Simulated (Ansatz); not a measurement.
```yaml
crystal:
  periodic: [false, false, false]
  atoms:
    - {symbol: Hf, position_ang: [0.000000, 0.000000, 0.000000]}
    - {symbol: Ge, position_ang: [0.000000, 0.000000, 2.650000]}
basis:
  gaussian: {orbitals: def2-TZVP}
total_charge: 1
magnetization: {spin_polarized: true, initial_magnetization: 1}
hamiltonian: {xc: pbe0}
relax: {f_tol: 0.004, max_steps: 80}
```

```sh
$ ansatz run in.yaml --threads 1 --pin off --events-out ev --progress --plain --max-ram 2176MiB
```

Steps of the relaxation (energy above the last step; positions in Å, forces in eV/Å):

```
2
step 1, 21.4 meV
Hf    0.000    0.000    0.000    0.000    0.000    0.628
Ge    0.000    0.000    2.650    0.000    0.000   -0.628
```

```
2
step 2, 3.8 meV
Hf    0.000    0.000    0.046    0.000    0.000   -0.296
Ge    0.000    0.000    2.604    0.000    0.000    0.296
```

```
2
step 3, 0.1 meV
Hf    0.000    0.000    0.031    0.000    0.000    0.034
Ge    0.000    0.000    2.619    0.000    0.000   -0.034
```

```
2
step 4, 0.0 meV
Hf    0.000    0.000    0.033    0.000    0.000   -0.001
Ge    0.000    0.000    2.617    0.000    0.000    0.001
```

Close pairs at the end: Hf1–Ge2 2.584 Å.

A stationary point of unrestricted PBE0 after 4 steps, with ⟨S²⟩ = 1.757 against 0.75 for a pure state. 3.8 min on 1 thread of Arm Neoverse V1, shared host.
